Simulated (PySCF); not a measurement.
One of the candidates below gave these computed data.

All candidates are C6H12.

- Dipole: 0.54 D [PBE0/def2-SVPD]
- 1H NMR: chemical shifts (computed TMS as zero) by class: 5.01 (2 H), 2.20 (4 H), 1.07 (6 H) ppm [GIAO PBE0/pcSseg-1]
- 13C NMR: chemical shifts (computed TMS as zero) by class: 163.2 (1 C), 115.8 (1 C), 31.7 (2 C), 16.0 (2 C) ppm [GIAO PBE0/pcSseg-1]
- Triplet: lowest triplet excitation (Tamm–Dancoff): 4.40 eV [TDA PBE0/def2-SVPD]
- Polarisability: 74.2 au [PBE0/def2-SVPD]
- Rotational structure: rotational constants A, B, C: 4.199, 2.730, 1.972 GHz [GFN2-xTB]
- UV, first state: lowest singlet excitation: 6.73 eV (184 nm, f = 0.026) [TDDFT PBE0/def2-SVPD]
- UV, strongest line: among the 8 lowest singlet transitions: S2 at 7.11 eV (174 nm, f = 0.333) [TDDFT PBE0/def2-SVPD]

Electronic properties: PySCF, gas phase, density fitting. Levels stand in brackets. The structure is a single GFN2-xTB conformer in the gas phase; no vibrational or solvent corrections. NMR classes are plain means over equivalent atoms (diastereotopic ones count apart unless rotation or inversion swaps them), as if these changed places fast.

Question: Which candidate is it?
A. `C=CC(C)(C)C` (3,3-dimethyl-1-butene)
B. `C=C(CC)CC` (2-ethyl-1-butene)
C. `CCC=C(C)C` (2-methyl-2-pentene)

Answer: B. It is `C=C(CC)CC`. Numbering: `[CH2:1]=[C:2]([CH2:3][CH3:4])[CH2:5][CH3:6]`. Its formula, C6H12, gives 1 degree of unsaturation: 0 rings and 1 π bond in the structure found. 6 carbons fall into 4 classes; from least to most shielded: fully substituted alkene carbon [C2] (163.2 ppm), terminal =CH2 carbon [C1] (115.8 ppm), allylic carbon [C3/C5] (31.7 ppm, 2 C), methyl carbon [C4/C6] (16.0 ppm, 2 C). Hydrogen classes from least to most shielded: 2 H on a terminal =CH2 carbon, C1 (5.01 ppm), 4 H on 2 allylic carbons, C3/C5 (2.20 ppm), 6 H on 2 methyl carbons, C4/C6 (1.07 ppm, a mean of values up to 0.6 ppm apart in this geometry). The optimised geometry has point group C2 and is an asymmetric top.

The others, at the same levels:
- `C=CC(C)(C)C` fails: its computed 13C shifts are 158.9 (1 C), 114.9 (1 C), 36.6 (1 C), 30.5 (3 C) ppm, 1H shifts are 6.25 (1 H), 5.21 (1 H), 5.21 (1 H), 1.06 (9 H) ppm and rotational constant A is 4.439 GHz (against 4.199 GHz).
- `CCC=C(C)C` fails: it has 6 carbon classes against 4; its computed 13C shifts are 138.1 (1 C), 134.2 (1 C), 29.1 (1 C), 26.4 (1 C), 19.0 (1 C), 17.4 (1 C) ppm, 1H shifts are 5.62 (1 H), 2.10 (2 H), 1.77 (3 H), 1.72 (3 H), 0.97 (3 H) ppm and rotational constant A is 6.418 GHz (against 4.199 GHz).

Each candidate is one conformer, not necessarily the lowest. The conformers computed, where there is a choice (atom-mapped SMILES and torsion angles):
- `[CH2:1]=[C:2]([CH2:3][CH3:4])[CH2:5][CH3:6]`: C1–C2–C3–C4 112°, C1–C2–C5–C6 112°
- `[CH2:1]=[CH:2][C:3]([CH3:4])([CH3:5])[CH3:6]`: C1–C2–C3–C4 121°
- `[CH3:1][CH2:2][CH:3]=[C:4]([CH3:5])[CH3:6]`: C1–C2–C3–C4 -105°
